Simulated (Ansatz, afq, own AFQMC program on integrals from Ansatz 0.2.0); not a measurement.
BH4⁺, singlet: AFQMC among the cluster methods

```yaml
atoms:
  - { symbol: B, position_ang: [0.0006, 0.0231, -0.0234] }
  - { symbol: H, position_ang: [-0.0150, 0.8845, 0.8265] }
  - { symbol: H, position_ang: [-0.0293, -1.1667, 1.1821] }
  - { symbol: H, position_ang: [0.0219, 0.8730, -0.8846] }
  - { symbol: H, position_ang: [0.0162, -0.8384, -0.8732] }
```

Basis cc-pVDZ. Only valence electrons are correlated. Ansatz 0.2.0 and our own AFQMC program on the same integrals; the CISD trial comes from CCSD amplitudes, and released means the phaseless constraint is let go. Error bars are statistical, one sigma.

Determinant: UHF, the one that the program's search chose, which needn't be the lowest solution. The geometry is a point of a scan.

Full CI on the same integrals is exact in this basis and with this determinant's frozen core.

Cautions: strong correlation (T1 0.083, weight of the determinant 0.82, largest double 0.20); unrestricted determinant spin contaminated (⟨S²⟩ 0.28 against 0.00).

The T1 diagnostic is 0.0831 and the weight of the determinant in the CISD state is 0.820. The ⟨S²⟩ of the determinant is 0.277. The size of the correlated space is 6 electrons in 33 orbitals.

```tsv
level	correlation energy (eV)
MP2	-2.6507
CCSD	-3.7324
CCSD(T)	-3.8394
```

(1) Estimate where phaseless AFQMC with the Hartree–Fock trial lies against CCSD(T) on the same integrals.

(1) 6.8 ± 30.5 meV above CCSD(T). The gap is under twice the noise, so this walk alone can't tell the two apart.

Reference: full CI, correlation energy -3.873 eV. The released energy is read at 2.40 1/Eh (meV from the phaseless value at times in 1/Eh: -6 ± 10 at 0.24, -17 ± 8 at 0.51, -12 ± 8 at 0.99, -6 ± 12 at 1.62, -5 ± 12 at 2.40). The cautions show a poor starting determinant, so the rows tell how each method copes with it here, and full CI is the sure value.

| level | E − E(reference) (meV) | share of correlation (%) |
| --- | --- | --- |
| CCSD(T) | 33.2 | 99.14 |
| CCSDT | 8.2 | 99.79 |
| CCSDT(Q) | 1.9 | 99.95 |
| ph-AFQMC/HF | 40.0 ± 30.5 | 98.97 |
| ph-AFQMC/CISD | 8.2 ± 8.1 | 99.79 |
| released AFQMC | 3.0 ± 11.8 | 99.92 |

CCSDT and higher add their correlation energy to the determinant of the CCSD(T) run, since their own runs factorise the integrals more tightly (a shift of under 2 meV). A walk keeps the symmetry of its determinant, which the program's search chose and which needn't be the lowest solution, so a lower state of the same spin and another symmetry isn't excluded. Released energies are given only where the last usable release times agree within the noise; a slower fall can still hide under it.
